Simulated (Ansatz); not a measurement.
Mulliken charges of CHFO (`O=CF`) from PBE/def2-TZVPP in Ansatz (PBE0-D4/def2-TZVP geometry).

| atom | x (Å) | y (Å) | z (Å) | charge (e) |
| --- | --- | --- | --- | --- |
| O1 | -0.889 | 0.201 | 0.828 | -0.163 |
| C2 | -0.046 | 0.068 | 0.022 | 0.201 |
| F3 | 0.585 | -1.092 | -0.182 | -0.120 |
| H4 | 0.351 | 0.823 | -0.668 | 0.082 |

**Question.** By hand: the dipole of these point charges (1 e Å = 4.8032 D).

**Answer.** Σ q r = (0.094, 0.179, -0.163) e Å, of length 0.260 e Å = 1.25 D.

**Question.** How does the dipole of the full density compare? (Estimate.)

**Answer.** Ansatz gave: (0.213, 0.189, -0.288) e Å, 1.95 D; the point charges give 0.64 times that, at 17° from its direction.

Point charges leave out the atoms' own dipoles, such as those of lone pairs, and Mulliken's split depends on the basis, so the two needn't agree.
